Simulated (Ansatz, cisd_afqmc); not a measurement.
Species: C3H3, charge 0, doublet. C3H3 (SMILES [C]1=CC1, doublet).
B3LYP-D3(BJ)/def2-TZVP minimum from Ansatz (a first-principles code):
```
C
H 1 1.0867
H 1 1.0867 2 115.09
C 1 1.4848 2 120.37 3 157.15
C 4 1.2720 1 70.95 2 102.03
H 5 1.0711 4 160.90 1 -180.00
```
Charge 0, spin multiplicity 2.

Total energies in cc-pVDZ, 15 correlated electrons, 3 frozen orbitals. Radicals and triplets start from unrestricted determinants; spin-orbit coupling is neglected. Cores are frozen in correlated methods. No relativity. AFQMC is phaseless with a CISD trial state; ± is one standard error, without the phaseless bias. Outlying blocks are dropped, and bars are widened where a walk drifts. Over all cases where full CI ran beside it in this data, AFQMC minus full CI had a median of +0.1 mEh and passed +0.4 mEh in a tenth of the cases. The UHF reference of C3H3 ([C]1=CC1, doublet) is spin-contaminated (<S^2> up to 0.14 over the pure value in the sets run).

```tsv
method	program	energy (Eh)	minus CCSDT(Q) (mEh)
HF	Ansatz	-115.18470	420.56
MP2	Ansatz	-115.55091	54.35
CCSD	Ansatz	-115.58611	19.14
CCSD(T)	Ansatz	-115.60281	2.45
CCSDT(Q)	Ansatz	-115.60526	0.00
AFQMC/CISD	cisd_afqmc	-115.6046 ± 0.0011	0.7 ± 1.1
```

Rough core times of Ansatz's runs on a shared machine: CCSD(T) under 20 s, CCSDT(Q) 2 min.
